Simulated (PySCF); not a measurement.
tetrafluoromethane (CF4), SMILES FC(F)(F)F. Atoms are numbered in the order given.

```xyz
5

F      0.7638    -0.7638     0.7638
C      0.0000     0.0000     0.0000
F     -0.7638    -0.7638    -0.7638
F     -0.7638     0.7638     0.7638
F      0.7638     0.7638    -0.7638
```

The structure is a stationary point at B3LYP-D3(BJ)/def2-SVP.

These are PBE0/pcJ-1 (PySCF) values and carry that method's errors.

Isotropic couplings with Fermi-contact, spin-dipole and both spin-orbit terms, one fixed conformer, no vibrational averaging. Isotopes: 13C, 19F.

Computed spin–spin coupling constants:
```json
[
 {"pair": "F1–C2", "bonds apart": "1", "J (Hz)": "-353.9"},
 {"pair": "C2–F3", "bonds apart": "1", "J (Hz)": "-353.9"},
 {"pair": "C2–F4", "bonds apart": "1", "J (Hz)": "-353.9"},
 {"pair": "C2–F5", "bonds apart": "1", "J (Hz)": "-353.9"},
 {"pair": "F1–F3", "bonds apart": "2", "J (Hz)": "-38.2"},
 {"pair": "F1–F4", "bonds apart": "2", "J (Hz)": "-38.2"},
 {"pair": "F1–F5", "bonds apart": "2", "J (Hz)": "-38.2"},
 {"pair": "F3–F4", "bonds apart": "2", "J (Hz)": "-38.2"},
 {"pair": "F3–F5", "bonds apart": "2", "J (Hz)": "-38.2"},
 {"pair": "F4–F5", "bonds apart": "2", "J (Hz)": "-38.2"}
]
```
